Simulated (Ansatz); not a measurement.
The input, for Ansatz 0.2.0:

```yaml
crystal:
  periodic: [false, false, false]
  atoms:
    - {symbol: Ge, position_ang: [0.000000, -0.029427, 0.728639]}
    - {symbol: Al, position_ang: [0.000000, 0.088406, -1.859750]}
    - {symbol: H, position_ang: [0.000000, 1.225864, -0.440379]}
    - {symbol: H, position_ang: [0.000000, -1.471647, -2.287408]}
basis:
  gaussian: {orbitals: cc-pVDZ}
magnetization: {spin_polarized: true, initial_magnetization: 5}
correlation: {method: ccsdt_q, electrons: outside_noble_gas}
```

```sh
$ ansatz run in.yaml --threads 1 --pin off --events-out ev --progress --plain --max-ram 2393MiB
```

Output:

```
1084 factors; integrals over basis functions are off by at most 1.8e-7 eV
mean field evaluation 1: about -63079.2677 eV, gradient 8.5e0 eV
mean field evaluation 2: about -63079.2748 eV, gradient 8.5e0 eV
mean field evaluation 4: about -63080.6227 eV, gradient 1.9e0 eV
mean field evaluation 8: about -63080.8515 eV, gradient 2.1e-1 eV
mean field evaluation 16: about -63079.2676 eV, gradient 8.5e0 eV
mean field evaluation 32: about -63080.1128 eV, gradient 3.8e-4 eV
mean field evaluation 64: about -63078.6733 eV, gradient 8.9e0 eV
mean field evaluation 96: about -63077.7279 eV, gradient 6.6e-1 eV
mean field evaluation 128: about -63077.7160 eV, gradient 3.3e-1 eV
mean field evaluation 160: about -63077.6530 eV, gradient 7.1e-1 eV
...
cycle  12  -3.53795284 eV  change   -3.9e-4 eV  update   2.4e-4
cycle  13  -3.53815196 eV  change   -2.0e-4 eV  update   1.1e-4
cycle  14  -3.53816232 eV  change   -1.0e-5 eV  update   5.3e-5
cycle  15  -3.53809890 eV  change    6.3e-5 eV  update   2.8e-5
cycle  16  -3.53807994 eV  change    1.9e-5 eV  update   1.3e-5
cycle  17  -3.53807243 eV  change    7.5e-6 eV  update   7.3e-6
cycle  18  -3.53807363 eV  change   -1.2e-6 eV  update   4.0e-6
cycle  19  -3.53807817 eV  change   -4.5e-6 eV  update   2.2e-6
cycle  20  -3.53808020 eV  change   -2.0e-6 eV  update   1.4e-6
cycle  21  -3.53808025 eV  change   -5.3e-8 eV  update   7.4e-7
perturbative correction -0.00527480 eV, -0.0001938453 hartree
Total energy: -63084.39804666 eV, -2318.3088680738 hartree
```

Ran on 1 thread of Arm Neoverse V1, shared host: 32 s wall, 0.25 GiB peak host memory.
